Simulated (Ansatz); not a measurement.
# SiPH2 (doublet): from Hartree-Fock to the top rungs, def2-TZVPP

An exercise on one series of results from a longer session: the logs are not shown, and one member is left open.

Program: Ansatz 0.2.0, Gaussian basis. Level of theory: def2-TZVPP, core rule «outside noble gas», up to 10 orbitals frozen. These are calculated values, not measurements.

To be run: UHF; ROHF; CCSD(T) on UHF.

**The geometry**

The geometry is a PBE0/def2-TZVP stationary point (not a proven minimum) of the parent state, kept for this charge and spin.

4 atoms, charge 0, spin multiplicity 2.

Atoms are counted from 1 here; the program's logs count them from 0.

Bond lengths: Si1–P2 2.275 Å, Si1–H3 1.499 Å, P2–H4 1.427 Å. Angles: P2–Si1–H3 115.3°, Si1–P2–H4 96.5°.

Set-up of the first run:

in.yaml

```yaml
crystal:
  periodic: [false, false, false]
  atoms:
    - {symbol: Si, position_ang: [-0.059994, -0.083342, 1.179230]}
    - {symbol: P, position_ang: [0.000332, 0.090462, -1.088224]}
    - {symbol: H, position_ang: [0.995175, 0.691262, 1.910267]}
    - {symbol: H, position_ang: [0.666308, -1.148881, -1.327757]}
basis:
  gaussian: {orbitals: def2-TZVPP}
magnetization: {spin_polarized: true, initial_magnetization: 1}
hamiltonian: {xc: hf}
output: {orbitals: {seedname: orbitals}}
```

On the command line:

```
$ ansatz run in.yaml --threads 1 --pin off --events-out ev --progress --plain --max-ram 4096MiB --backend cpu
```

Steps of the session up to this table: UHF; ROHF; CCSD(T) on UHF.

One table of the session follows, with a row left open; its other results are not shown here.

It belongs to the step «Misses and costs». 

```
  method  from UCCSD(T) (kJ/mol)
    ROHF                  +763.9
     UHF                       ?
    UMP2                  +160.4
   UCCSD                   +34.5
UCCSD(T)                       0
```

Q: Estimate the row for UHF from the others.

As computed: from UCCSD(T) (kJ/mol): +724.8. In the column «from UCCSD(T) (kJ/mol)» it lies between UMP2 (+160.4) and ROHF (+763.9).

Limits of these values: The determinant is far from a pure spin state, so its energy mixes those of several spin states (harmless only where they are near-degenerate, as at dissociation).
